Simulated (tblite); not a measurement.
C5H5 (doublet state).
Atom-mapped SMILES: `[CH:1]#[C:2]/[CH:3]=[CH:4]/[CH2:5]` (hydrogens: H6 on C1; H7 on C3; H8 on C4; H9, H10 on C5)

Structure optimised with GFN2-xTB, isolated species. This method treats the open shell by occupation alone, without spin polarisation.

Question: Give the optimised bond lengths and angles.

Answer: 
| bond | length (Å) | order |
| --- | --- | --- |
| C1≡C2 | 1.211 | triple |
| C2–C3 | 1.379 | single |
| C3=C4 | 1.399 | double |
| C4–C5 | 1.355 | single |
| C1–H6 | 1.049 | single |
| C3–H7 | 1.082 | single |
| C4–H8 | 1.083 | single |
| C5–H9 | 1.075 | single |
| C5–H10 | 1.077 | single |

Orders are formal, as drawn. A selection of angles:
| angle | degrees |
| --- | --- |
| C2–C1–H6 | 179.5 |
| C1–C2–C3 | 179.5 |
| C2–C3–C4 | 122.6 |
| C2–C3–H7 | 117.7 |
| C4–C3–H7 | 119.7 |
| C3–C4–C5 | 123.8 |
| C3–C4–H8 | 116.9 |
| C5–C4–H8 | 119.3 |
| C4–C5–H9 | 121.7 |
| C4–C5–H10 | 121.3 |
| H9–C5–H10 | 117.0 |

Dihedral angles: C2–C3–C4–C5 180° (antiperiplanar).

C4 (carbon bonded to 2 C and H) is planar (angles 123.8°, 119.3° and 116.9°, sum 360.0°, 0.00 Å off the plane of its three neighbours). C5 (carbon bonded to C and 2 H) is planar (angles 121.7°, 121.3° and 117.0°, sum 360.0°, 0.00 Å off the plane of its three neighbours). The 5 heavy atoms lie in one plane (0.000 Å rms). The 4 C–C bonds span 1.211 Å (C1≡C2, drawn triple in a drawing that doesn't fit all lengths) to 1.399 Å (C3=C4, drawn double in a drawing that doesn't fit all lengths), a spread of 0.188 Å. C3 (carbon bonded to 2 C and H) is planar (angles 122.6°, 119.7° and 117.7°, sum 360.0°, 0.00 Å off the plane of its three neighbours).

Point group: Cs (tolerance 0.08 Å). Its GFN2-xTB frequencies are all real (lowest 143 cm⁻¹). Torsions: C3–C4–C5–H 180° and 0°.

One conformer stands for the species.

All values are computed, not measured.
